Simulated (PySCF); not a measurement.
## J couplings in [C2H6B]-

Molfile (atoms numbered from 1):
```
C2H6B
     RDKit          3D

  9  8  0  0  0  0  0  0  0  0999 V2000
    1.2874   -0.2012   -0.1881 B   0  0  0  0  0  0  0  0  0  0  0  0
   -0.1953    0.3484    0.1035 C   0  0  0  0  0  0  0  0  0  0  0  0
   -1.3826   -0.1548   -0.2787 C   0  0  0  0  0  0  0  0  0  0  0  0
    1.2669   -1.2476   -0.8701 H   0  0  0  0  0  0  0  0  0  0  0  0
    1.9497    0.6800   -0.7858 H   0  0  0  0  0  0  0  0  0  0  0  0
    1.8749   -0.4163    0.8986 H   0  0  0  0  0  0  0  0  0  0  0  0
   -0.2736    1.2767    0.7047 H   0  0  0  0  0  0  0  0  0  0  0  0
   -1.4352   -1.0738   -0.8799 H   0  0  0  0  0  0  0  0  0  0  0  0
   -2.3493    0.3068   -0.0219 H   0  0  0  0  0  0  0  0  0  0  0  0
  1  2  1  0
  2  3  2  0
  1  4  1  0
  1  5  1  0
  1  6  1  0
  2  7  1  0
  3  8  1  0
  3  9  1  0
M  CHG  1   1  -1
M  END
```

Indirect spin–spin couplings were computed at B3LYP/pcJ-1 (PySCF 2.14.0 with density-fitted response routines) on a PBE0-D3(BJ)/def2-SVP structure, for the isolated molecule, without vibrational or relativistic corrections. Couplings are averaged over pairs made equivalent by symmetry, fast rotation or ring inversion, so a value needn't be that of the named pair in this geometry, while other rotamers aren't included; one pair stands for each set, and the list holds those of at least 1.5 Hz over up to four bonds.

Isotopes: ¹³C, ¹H, ¹¹B.

| pair | bonds | J (Hz) |
| --- | --- | --- |
| B1, C2 | 1 | 56.0 |
| B1, H4 | 1 | 88.9 |
| C2, C3 | 1 | ? |
| C2, H7 | 1 | ? |
| C3, H8 | 1 | 159.9 |
| C3, H9 | 1 | 150.6 |
| B1, H7 | 2 | 2.2 |
| C2, H4 | 2 | -4.6 |
| C2, H8 | 2 | ? |
| C2, H9 | 2 | -3.6 |
| C3, H7 | 2 | -1.8 |
| H4, H5 | 2 | ? |
| H8, H9 | 2 | 8.2 |
| B1, H8 | 3 | 5.8 |
| B1, H9 | 3 | 9.3 |
| C3, H4 | 3 | ? |
| H4, H7 | 3 | 5.9 |
| H7, H8 | 3 | ? |
| H7, H9 | 3 | ? |
| H4, H8 | 4 | -2.3 |
| H4, H9 | 4 | -2.0 |

Estimate the withheld couplings, with signs.

## Answers


- ¹J(C2,C3) = 68.8 Hz (bond length 1.345 Å)
- ¹J(C2,H7) = 122.6 Hz (bond length 1.109 Å, sp2 carbon)
- ²J(C2,H8) = 3.8 Hz (angle at C3 121°)
- ²J(H4,H5) = -12.8 Hz (mean over equivalent pairs that range from -20.1 to -9.1 Hz in this conformer)
- ³J(C3,H4) = 8.9 Hz
- ³J(H7,H8) = 19.4 Hz (dihedral angle 180°)
- ³J(H7,H9) = 12.8 Hz (dihedral angle 0°)
